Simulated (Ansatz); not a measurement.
A made-up structure of CH2BS (charge -1), closed shell:

```csv
atom,x (Å),y (Å),z (Å)
C1,-1.3411,-0.3286,-0.0208
B2,-0.0340,-0.1930,0.0928
S3,1.7609,-0.1206,0.3062
H4,0.2026,-0.2457,1.2170
H5,2.0166,1.0740,-0.2627
```

It is relaxed with PBE-D4/def2-SVPD and then PBE0-D4/def2-TZVPD (Ansatz 0.2.0). Atoms count as bonded within 1.22 times the sum of their covalent radii (H–H: 0.88 Å). The end point is not checked to be a true minimum.

Does its bonding change? (Judge from chemistry; the calculation decides.)

The calculation gives: Yes. Formed: C1–H4; broken: B2–H4.

Where it ends: The first stage lowers the energy by 3.51 eV in 16 steps. It ends as CH₂BS ([CH][B][SH]), total charge -1:
```tsv
atom	x (Å)	y (Å)	z (Å)
C1	-0.7079	-0.3426	0.7690
B2	0.4998	-0.1787	0.2649
S3	2.1645	-0.0804	-0.4364
H4	-1.6887	-0.4685	1.1789
H5	2.3373	1.2562	-0.4439
```

Labels in which every atom is bracketed show which atoms are joined, not bond orders.

For scale, one of the runs: PBE0-D4/def2-TZVPD relaxation, 138 basis functions, launched by `ansatz run in.yaml --threads 2 --pin off --events-out ev --progress --plain --max-ram 4352MiB`. The run took about 12 s on 2 CPU threads of an Arm Neoverse V2 (shared host).
